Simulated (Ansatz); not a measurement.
# CH₆AlF: search for a transition state

Aim: find the saddle point of a four-centre ligand exchange that is to form Al1–C6, F2–H5 and break Al1–F2, H5–C6, prove it by its vibrations, and relax downhill on both sides to see what it joins.

Program: Ansatz 0.2.0, Gaussian basis. Level of theory: PBE0-D4, def2-SVP first, then def2-TZVP. These are calculated values, not measurements.

31 further runs of the same task are left out: 31 set aside as unsound or not needed.

**1. Starting geometry**

The guess: 9 atoms, charge 0, spin multiplicity 1.

Atoms are counted from 1 here; the program's logs count them from 0.

Bond lengths: Al1–F2 2.108 Å, Al1–H3 1.536 Å, Al1–H4 1.538 Å, Al1–H5 1.826 Å, Al1–C6 2.290 Å, C6–H7 1.090 Å, C6–H8 1.099 Å, C6–H9 1.098 Å. Angles: F2–Al1–H3 113.8°, F2–Al1–H4 113.8°, F2–Al1–H5 35.1°, F2–Al1–C6 72.6°, H3–Al1–H4 118.0°, H3–Al1–H5 121.2°, H3–Al1–C6 114.3°, H4–Al1–H5 120.6°, H4–Al1–C6 116.0°, H5–Al1–C6 37.6°, Al1–C6–H7 147.9°, Al1–C6–H8 88.7°, Al1–C6–H9 95.8°, H7–C6–H8 105.9°, H7–C6–H9 106.7°, H8–C6–H9 106.8°.

Geometry (Å):

```xyz
9
charge 0, multiplicity 1
Al   -0.57330   -1.06900    0.18340
F    -1.71240    0.40070   -0.80950
H    -0.14700   -2.23780   -0.71790
H    -1.07730   -1.39480    1.59900
H    -0.58300    0.64880   -0.43550
C     0.73760    0.79880   -0.00940
H     0.79390    1.87370   -0.18280
H     1.06620    0.64390    1.02740
H     1.49520    0.33570   -0.65480
```

Distances that are to change: Al1–C6 2.29 Å, F2–H5 1.22 Å, Al1–F2 2.11 Å, H5–C6 1.40 Å.

**2. Constrained relaxation of the guess**

Input file hold/in.yaml:

```yaml
crystal:
  periodic: [false, false, false]
  atoms:
    - {symbol: Al, position_ang: [-0.573300, -1.069000, 0.183400]}
    - {symbol: F, position_ang: [-1.712400, 0.400700, -0.809500]}
    - {symbol: H, position_ang: [-0.147000, -2.237800, -0.717900]}
    - {symbol: H, position_ang: [-1.077300, -1.394800, 1.599000]}
    - {symbol: H, position_ang: [-0.583000, 0.648800, -0.435500]}
    - {symbol: C, position_ang: [0.737600, 0.798800, -0.009400]}
    - {symbol: H, position_ang: [0.793900, 1.873700, -0.182800]}
    - {symbol: H, position_ang: [1.066200, 0.643900, 1.027400]}
    - {symbol: H, position_ang: [1.495200, 0.335700, -0.654800]}
basis:
  gaussian: {orbitals: def2-SVP}
hamiltonian: {xc: pbe0, dispersion: d4}
relax: {f_tol: 0.08, max_steps: 120, escape_saddle: false, constraints: [{distance: [0, 5]}, {distance: [1, 4]}, {distance: [0, 1]}, {distance: [4, 5]}]}
```

No record of the launch command was kept for these runs.

The runs that follow: Saddle search in the small basis; Saddle search in triple zeta; Vibrations at the point found; Relaxing after a step of 0.30 Å one way along the mode; Relaxing after a step of 0.30 Å the other way along the mode.

Before running it: what results should come out? Wanted: imaginary mode; barrier from the start side; barrier from the end side; energy of the step; pairs that change; zero-point energy at the saddle.

The runs gave:

```
                       quantity                                                       value
                 imaginary mode                                                   435i cm⁻¹
    barrier from the start side                                               41.8 kcal/mol
      barrier from the end side                                                1.5 kcal/mol
             energy of the step                                              +40.2 kcal/mol
              pairs that change  Al1–C6 formed, F2–H5 formed, Al1–F2 loosened, H5–C6 broken
zero-point energy at the saddle                                                    1.608 eV
```

The point has a single imaginary mode (435i cm⁻¹), as a transition state must. It joins the planned start and end. A bond meant to break is only loosened at the end: the products stay bound as an adduct. At PBE0-D4/def2-TZVP the electronic barrier is 41.8 kcal/mol, about 70 kT at 298 K, and the step runs 40.2 kcal/mol uphill. A step off the saddle overshot and began above it in energy, so the link to its end is likely but not proven. Lower complexes than these ends may exist.
